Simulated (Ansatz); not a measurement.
## Smallest direct gap on the k points sampled of trigonal Se at several levels of theory

No measured value is used here.

| level (code) | value (eV) | cell (Å³/atom) |
|---|---|---|
| LDA+SOC (Ansatz) | 1.00 | 27.26 |
| RPBE (Ansatz) | 1.31 | 27.26 |
| PBE-D4 (Ansatz) | 0.52 | 24.40 |
| PBEsol-D3(BJ) (Ansatz) | 0.20 | 22.38 |
| r²SCAN+SOC (Ansatz) | 1.39 | 27.26 |
| PBE0+SOC (Ansatz) | 2.56 | 27.26 |
| G0W0@PBE (Ansatz) | 1.97 | 27.26 |

At these levels the smallest gap is indirect and lower: LDA+SOC 0.90, RPBE 1.07, PBE-D4 0.46, r²SCAN+SOC 1.25, PBE0+SOC 2.40, G0W0@PBE 1.69 eV. Computed values are for a static lattice. Levels without +SOC have no spin–orbit coupling; where heavier elements are present it shifts gaps, mostly down, and can invert bands.  Values are at the measured cell; PBE-D4 at the level's own relaxed cell; PBEsol-D3(BJ) at the level's own relaxed cell. Cutoffs and k meshes differ between the levels. Ansatz's density-functional and Hartree–Fock values are scalar-relativistic unless marked +SOC, with PAW data made under PBE.

Ansatz is a first-principles code.
